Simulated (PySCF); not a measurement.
Basis-set dependence of population analyses: `FC(F)[C@@H]1CO1`

Species: C₃H₄F₂O.
Atom-mapped SMILES: `[F:1][CH:2]([F:3])[C@@H:4]1[CH2:5][O:6]1` (hydrogens: H7 on C2; H8 on C4; H9, H10 on C5)

Structure used (PBE0-D3(BJ)/def2-SVP), in Å, numbered top down from 1:
```xyz
10
C3H4F2O angstrom
F      0.8677   -1.8358   -0.5075
C      1.0684   -0.5223   -0.2622
F      2.2133   -0.4056    0.4404
C     -0.0792    0.0200    0.5365
C     -1.2474    0.5824   -0.1351
O     -0.2692    1.4092    0.4531
H      1.1851    0.0144   -1.2207
H     -0.1781   -0.4304    1.5342
H     -1.2913    0.5979   -1.2321
H     -2.2193    0.5495    0.3719
```

PBE0 throughout (PySCF), one geometry, spherical d and f functions. One conformer (not necessarily the lowest) at the PBE0-D3(BJ)/def2-SVP geometry, without solvent, vibrations or thermal averaging. The first 7 of 10 kinds of atom are listed.

Mulliken charges (e):

```tsv
basis	functions	F1	C2	F3	C4	C5	O6	H7
STO-3G	34	-0.111	+0.153	-0.108	-0.030	-0.090	-0.176	+0.074
6-31G	62	-0.306	+0.436	-0.303	-0.034	-0.134	-0.446	+0.174
pcSseg-0	62	-0.359	+0.528	-0.356	-0.110	-0.117	-0.598	+0.233
6-31G*	92	-0.318	+0.517	-0.316	-0.022	-0.156	-0.433	+0.148
cc-pVDZ	104	-0.204	+0.439	-0.200	-0.072	+0.105	-0.256	+0.022
def2-SVP	104	-0.230	+0.517	-0.226	-0.082	+0.129	-0.323	+0.014
aug-cc-pVDZ	174	-0.452	+1.163	-0.452	+0.798	+0.979	-0.614	-0.295
6-311+G(2d,p)	186	-0.258	+0.255	-0.271	+0.128	-0.082	-0.305	+0.143
def2-TZVP	210	-0.187	+0.271	-0.184	+0.025	-0.071	-0.296	+0.073
cc-pVTZ	236	-0.188	+0.372	-0.183	-0.017	-0.044	-0.259	+0.024
IGLO-III	250	-0.234	+0.283	-0.230	+0.125	-0.081	-0.268	+0.089
```

IAO charges (e):

| basis | functions | F1 | C2 | F3 | C4 | C5 | O6 | H7 |
| --- | --- | --- | --- | --- | --- | --- | --- | --- |
| STO-3G | 34 | -0.138 | +0.180 | -0.135 | -0.073 | -0.153 | -0.201 | +0.109 |
| 6-31G | 62 | -0.282 | +0.388 | -0.275 | +0.004 | -0.112 | -0.367 | +0.154 |
| pcSseg-0 | 62 | -0.277 | +0.389 | -0.269 | 0.000 | -0.099 | -0.372 | +0.147 |
| 6-31G* | 92 | -0.295 | +0.443 | -0.289 | +0.029 | -0.082 | -0.384 | +0.134 |
| cc-pVDZ | 104 | -0.295 | +0.439 | -0.290 | +0.028 | -0.085 | -0.378 | +0.136 |
| def2-SVP | 104 | -0.297 | +0.441 | -0.291 | +0.033 | -0.075 | -0.383 | +0.135 |
| aug-cc-pVDZ | 174 | -0.306 | +0.445 | -0.300 | +0.032 | -0.085 | -0.398 | +0.145 |
| 6-311+G(2d,p) | 186 | -0.306 | +0.444 | -0.301 | +0.032 | -0.084 | -0.400 | +0.147 |
| def2-TZVP | 210 | -0.307 | +0.451 | -0.301 | +0.031 | -0.083 | -0.398 | +0.143 |
| cc-pVTZ | 236 | -0.305 | +0.450 | -0.300 | +0.031 | -0.086 | -0.395 | +0.142 |
| IGLO-III | 250 | -0.307 | +0.447 | -0.301 | +0.031 | -0.085 | -0.400 | +0.146 |

Hirshfeld charges (e):

```csv
basis,functions,F1,C2,F3,C4,C5,O6,H7
STO-3G,34,-0.081,+0.161,-0.078,+0.017,+0.015,-0.122,+0.006
6-31G,62,-0.115,+0.152,-0.110,+0.013,0.000,-0.172,+0.052
pcSseg-0,62,-0.110,+0.150,-0.105,+0.011,-0.003,-0.161,+0.047
6-31G*,92,-0.107,+0.145,-0.102,+0.013,-0.003,-0.162,+0.047
cc-pVDZ,104,-0.098,+0.135,-0.094,+0.002,-0.011,-0.139,+0.044
def2-SVP,104,-0.103,+0.141,-0.099,+0.005,-0.009,-0.148,+0.047
aug-cc-pVDZ,174,-0.105,+0.137,-0.102,-0.005,-0.016,-0.150,+0.055
"6-311+G(2d,p)",186,-0.108,+0.140,-0.104,-0.004,-0.010,-0.155,+0.056
def2-TZVP,210,-0.105,+0.137,-0.102,-0.002,-0.013,-0.150,+0.052
cc-pVTZ,236,-0.103,+0.136,-0.099,-0.002,-0.014,-0.146,+0.051
IGLO-III,250,-0.105,+0.137,-0.102,-0.004,-0.015,-0.151,+0.054
```

**Question.** Which scheme is steadiest as the basis changes?

**Answer.** Largest range over the bases for any column: Hirshfeld 0.05 e, IAO 0.27 e, Mulliken 1.13 e. Hirshfeld charges move least and Mulliken charges most, counted in e. Without the minimal STO-3G basis the ranges are Hirshfeld 0.03, IAO 0.06, Mulliken 1.13 e.

**Question.** How much do the charges still move between the two largest bases, cc-pVTZ and IGLO-III?

**Answer.** At most, over all atoms: Mulliken 0.141 e, IAO 0.005 e, Hirshfeld 0.004 e.

**Question.** What do the same runs give for the total energy, the frontier levels and the dipole moment?

**Answer.** 
```csv
basis,energy (Eh),HOMO (eV),LUMO (eV),μ (D)
STO-3G,-385.8642,-4.74,6.00,1.21
6-31G,-391.0510,-8.35,2.00,2.51
pcSseg-0,-390.2385,-8.53,1.79,2.61
6-31G*,-391.1703,-8.17,2.35,2.04
cc-pVDZ,-391.2006,-8.22,1.92,2.03
def2-SVP,-390.8850,-8.35,1.87,2.13
aug-cc-pVDZ,-391.2365,-8.54,-0.02,2.18
"6-311+G(2d,p)",-391.3068,-8.57,0.35,2.23
def2-TZVP,-391.3467,-8.51,1.40,2.14
cc-pVTZ,-391.3275,-8.45,1.35,2.10
IGLO-III,-391.3513,-8.54,0.85,2.18
```

The dipole is fixed by the density alone, so its range of 1.40 D shows that the density itself changes with the basis, not only its division among atoms.
